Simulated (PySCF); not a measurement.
Molecule (SMILES): N (NH3).
Geometry (B3LYP-D3(BJ)/def2-TZVP, fixed):
```xyz
4

N      0.0022    -0.0038     0.1116
H     -0.0020     0.9512    -0.2281
H      0.8095    -0.4644    -0.2929
H     -0.8232    -0.4600    -0.2599
```

Basis-set convergence of the isotropic shielding of N1 at PBE0 with PySCF. GIAO, no density fitting; atoms are numbered in the order shown. All functions are spherical. Core-valence sets carry the plain set on hydrogen. No added dispersion term, no relativity. Reference: the value in pcSseg-3, 261.52 ppm, itself unsure by roughly 1.66 ppm (its mean distance from cc-pCVQZ, pcseg-3, pcSseg-2).

| basis | functions | isotropic shielding of N1 (ppm) |
|---|---|---|
| def2-SV(P) | 20 | 259.34 |
| 6-31G** | 29 | 267.36 |
| cc-pVDZ | 29 | 274.94 |
| 6-311G** | 36 | 274.21 |
| def2-SVPD | 44 | 268.96 |
| aug-cc-pVDZ | 50 | ? |
| 6-311++G(2d,2p) | 57 | 262.88 |
| cc-pVTZ | 72 | ? |
| pcseg-2 | 72 | ? |
| cc-pVQZ | 145 | 265.04 |
| def2-QZVPP | 147 | 262.97 |
| def2-QZVPPD | 162 | ? |
| cc-pCVQZ | 174 | 264.30 |

### Question
Complete the blanks.

### Answer

- aug-cc-pVDZ, isotropic shielding of N1 (ppm): 271.30
- cc-pVTZ, isotropic shielding of N1 (ppm): 268.49
- pcseg-2, isotropic shielding of N1 (ppm): 265.92
- def2-QZVPPD, isotropic shielding of N1 (ppm): 262.49
